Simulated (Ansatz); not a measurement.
The input, for Ansatz 0.2.0:

```yaml
crystal:
  periodic: [false, false, false]
  atoms:
    - {symbol: B, position_ang: [0.000000, 1.297772, 0.487019]}
    - {symbol: Si, position_ang: [0.000000, -0.443795, 0.988835]}
    - {symbol: Si, position_ang: [0.000000, -0.144007, -1.184960]}
    - {symbol: H, position_ang: [0.000000, 2.458969, 0.241204]}
basis:
  gaussian: {orbitals: "6-31G*"}
total_charge: 1
magnetization: {spin_polarized: true, initial_magnetization: 1}
hamiltonian: {xc: hf}
scf: {lower_state_search: light}
output: {orbitals: {seedname: orbitals}}
```

```sh
$ ansatz run in.yaml --threads 1 --pin off --events-out ev --progress --plain --max-ram 2393MiB
```

Log:

```
505 factors; integrals over basis functions are off by at most 1.1e-3 eV
mean field evaluation 1: about -16397.7064 eV, gradient 1.4e1 eV
mean field evaluation 2: about -16397.7619 eV, gradient 1.4e1 eV
mean field evaluation 4: about -16399.5921 eV, gradient 2.0e0 eV
mean field evaluation 8: about -16399.6675 eV, gradient 2.7e-1 eV
mean field evaluation 16: about -16399.7012 eV, gradient 1.4e0 eV
mean field evaluation 32: about -16399.6763 eV, gradient 5.7e-1 eV
mean field evaluation 64: about -16399.6481 eV, gradient 7.1e-2 eV
mean field evaluation 96: about -16399.7604 eV, gradient 1.3e-1 eV
mean field evaluation 128: about -16398.1592 eV, gradient 5.7e0 eV
mean field evaluation 160: about -16399.6776 eV, gradient 2.2e-1 eV
mean field evaluation 192: about -16399.7014 eV, gradient 1.5e-1 eV
mean field evaluation 224: about -16399.8142 eV, gradient 2.0e-2 eV
mean field evaluation 256: about -16399.8022 eV, gradient 2.2e-1 eV
mean field evaluation 288: about -16396.9499 eV, gradient 9.3e0 eV
mean field evaluation 320: about -16399.0504 eV, gradient 1.9e0 eV
mean field evaluation 352: about -16399.8149 eV, gradient 2.5e-6 eV
mean field evaluation 384: about -16398.9752 eV, gradient 7.7e-1 eV
mean field evaluation 416: about -16399.7643 eV, gradient 5.6e-1 eV
mean field evaluation 448: about -16399.7503 eV, gradient 1.0e-1 eV
mean field evaluation 480: about -16399.8019 eV, gradient 2.6e-1 eV
mean field evaluation 512: about -16399.3418 eV, gradient 3.5e0 eV
mean field evaluation 544: about -16399.6834 eV, gradient 1.9e-1 eV
mean field evaluation 576: about -16399.8062 eV, gradient 9.3e-2 eV
mean field evaluation 608: about -16399.7753 eV, gradient 5.7e-1 eV
mean field evaluation 640: about -16399.8225 eV, gradient 3.3e-2 eV
mean field evaluation 672: about -16399.8009 eV, gradient 1.6e-1 eV
mean field -16399.82423186 eV, -602.6824243206 hartree, gradient 8.6e-6 eV, S^2 1.461808; 8 other end points of the search recorded, 0 dependent functions left out
reference -16399.82423186 eV, -602.6824243206 hartree; 17, 16 occupied and 38, 39 virtual orbitals, 505 factors
Total energy: -16399.82423186 eV, -602.6824243206 hartree
```

Ran on 1 thread of Arm Neoverse V1, shared host: 5.5 s wall, 0.18 GiB peak host memory.
